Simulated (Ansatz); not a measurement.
## Which is lower?

Two relaxed structures of CH3OSi (charge +1), closed shell (PBE0-D4/def2-TZVP; forces vanish, vibrations not checked).

A:

O1  (1.010, -1.885, 0.984)
C2  (0.532, -0.999, 0.519)
Si3  (-0.316, 0.590, -0.308)
H4  (-1.455, -0.082, -0.957)
H5  (0.808, 1.017, -1.159)
H6  (-0.579, 1.358, 0.921)
(Å)

B:

```json
{"atom": "O1", "x (Å)": "1.2016", "y (Å)": "-1.9947", "z (Å)": "0.8329"}
{"atom": "C2", "x (Å)": "0.6258", "y (Å)": "-1.0037", "z (Å)": "0.3904"}
{"atom": "Si3", "x (Å)": "-0.1163", "y (Å)": "0.1273", "z (Å)": "-0.6698"}
{"atom": "H4", "x (Å)": "-1.5835", "y (Å)": "0.0558", "z (Å)": "-0.6474"}
{"atom": "H5", "x (Å)": "0.7648", "y (Å)": "1.2517", "z (Å)": "-1.0133"}
{"atom": "H6", "x (Å)": "1.3555", "y (Å)": "-1.9961", "z (Å)": "1.8069"}
```

Computed with Ansatz 0.2.0 (basis: def2-TZVPP); correlated methods freeze the cores. B3LYP uses VWN-RPA correlation.

(1) Which structure is lower at CCSD(T), and by how much? (An estimate is asked for; the value comes from the calculation.)

The T1 diagnostic stays at or below 0.024. The restricted Hartree–Fock reference is unstable towards an unrestricted one at one or more of these structures.

Results:

(1) Computed: A, by 255.3 kJ/mol (electronic energy, against the other). By their contacts, A is CH₃OSi ([O][C][SiH3]), total charge +1 and B is CH₃OSi ([OH][C][SiH2]), total charge +1.

All methods give the same order:

```
   method  E(B) − E(A) (kJ/mol)
   PBE-D4                 211.5
r2SCAN-D4                 225.7
  PBE0-D4                 224.4
 B3LYP-D4                 229.9
  wB97M-V                 239.9
       HF                 281.3
      MP2                 279.0
     CCSD                 259.5
  CCSD(T)                 255.3
```

Labels in which every atom is bracketed show which atoms are joined, not bond orders.

For scale, one of the runs: CCSD(T)/def2-TZVPP, 146 basis functions, launched by `ansatz run in.yaml --threads 2 --pin off --events-out ev --progress --plain --max-ram 4352MiB`. The run took 10 s on 2 CPU threads of an Arm Neoverse V1 (shared host), with 0.85 GiB of host memory at its peak.
